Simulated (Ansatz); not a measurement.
## Elastic constant C11 of solid bromine at several levels of theory

No measured value is used here.

```tsv
level (code)	value (GPa)	cell (Å³/atom)
LDA (Ansatz)	22.1	27.50
PBEsol (Ansatz)	[?]	30.91
r²SCAN (Ansatz)	11.0	33.09
```

Q: Fill in the missing entries.

A: 
- PBEsol (Ansatz, a quantum-chemistry and plane-wave program), value (GPa): 7.5

LDA, PBEsol, r²SCAN: the cell comes from a level without a dispersion term, which matters for the spacing of layers, chains or molecules. Each level is taken at its own relaxed cell. Cutoffs differ between the levels. Ansatz's density-functional and Hartree–Fock values are scalar-relativistic unless marked +SOC, with PAW data made under PBE.
